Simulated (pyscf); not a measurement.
6 group-13 steps of one kind (atom transfer, radical): barrier in kJ/mol, from the separated reactants or the lowest minimum found. Single points on ωB97X-D3(BJ)/def2-SVP structures (PySCF, gas phase). Functionals in def2-TZVP; the last column is ωB97M-D3(BJ)/def2-TZVP. Rows were drawn at random from the steps of this kind and element class whose saddle was verified and whose references are stable.

```csv
step,PBE,r²SCAN,B3LYP-D3(BJ),ωB97M-D3(BJ)
`[Cl][GaH][Cl]` + `[H]` [doublet] → `[ClH]` + `[Cl][GaH]` [doublet],22.9,31.7,33.7,66.3
`[OH][B][Cl]` [doublet] + `[ClH]` → `[OH][B]([Cl])[Cl]` + `[H]` [doublet],19.1,27.6,35.0,49.4
`[ClH]` + `[Cl][Al][Cl]` [doublet] → `[Cl][Al]([Cl])[Cl]` + `[H]` [doublet],11.6,10.9,25.3,43.6
`[Cl][In]([Cl])[Cl]` + `[H]` [doublet] → `[ClH]` + `[Cl][In][Cl]` [doublet],-4.8,0.8,3.2,37.0
`[OH][Ga]([Cl])[Cl]` + `[H]` [doublet] → `[OH][Ga][Cl]` [doublet] + `[ClH]`,15.2,26.6,26.7,59.4
`[ClH]` + `[GaH2]` [doublet] → `[Cl][GaH2]` + `[H]` [doublet],13.0,15.9,32.3,59.2
```

Differences from the last column (kJ/mol): PBE: mean -39.6, median -42.6, mean size 39.6, lower in 6 of 6; r²SCAN: mean -33.6, median -33.8, mean size 33.6, lower in 6 of 6; B3LYP-D3(BJ): mean -26.4, median -29.7, mean size 26.4, lower in 6 of 6. PBE is closest for row 2 (30.3 kJ/mol apart) and farthest for row 6 (46.1 kJ/mol). PBE, r²SCAN and M06-2X carry no added dispersion term. The last column is a level with limits of its own. Each barrier is that of the saddle found. Elements up to Kr have no core potential and no relativistic terms here. Elements past Kr carry the def2 core potentials, without spin-orbit coupling.
